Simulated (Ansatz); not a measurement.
## Which is lower?

Two relaxed structures of CH₃NS, closed shell (PBE0-D4/def2-TZVP; forces vanish, vibrations not checked).

A:

```xyz
6
angstrom
N -1.0276 -0.0607 -0.2552
C 0.3063 -0.0333 -0.2709
S 1.2779 0.1027 1.0308
H -1.5631 -0.1473 -1.1013
H 0.7172 -0.1135 -1.2798
H -1.5103 0.0067 0.6264
```

B:

```tsv
atom	x (Å)	y (Å)	z (Å)
N1	-1.0546	-0.0282	-0.2273
C2	0.2022	-0.0370	-0.3337
S3	1.2845	0.1190	1.0289
H4	-1.4955	-0.1319	-1.1392
H5	0.7616	-0.1410	-1.2700
H6	0.3018	0.2191	1.9413
```

Ansatz 0.2.0; basis: def2-TZVPP; cores frozen in the correlated methods. B3LYP uses VWN-RPA correlation.

Q: Which structure is lower at CCSD(T), and by how much? (Judge from chemistry; the value comes from the calculation.)

A: Computed: A, by 0.438 eV (electronic energy, against the other). By their contacts, A is CH₃NS ([NH2][CH][S]) and B is CH₃NS ([NH][CH][SH]).

All methods give the same order:

```
   method  E(B) − E(A) (eV)
   PBE-D4             0.534
r2SCAN-D4             0.548
  PBE0-D4             0.549
 B3LYP-D4             0.523
  wB97M-V             0.494
       HF             0.481
      MP2             0.504
     CCSD             0.425
  CCSD(T)             0.438
```

T1 diagnostic: at most 0.018.

Labels in which every atom is bracketed show which atoms are joined, not bond orders.

For scale, one of the runs: CCSD(T)/def2-TZVPP, 146 basis functions, launched by `ansatz run in.yaml --threads 2 --pin off --events-out ev --progress --plain --max-ram 4352MiB`. Time: 17 s of wall clock on 2 CPU threads of an Intel Xeon Platinum 8488C; the host was shared. Peak host memory: 0.89 GiB.
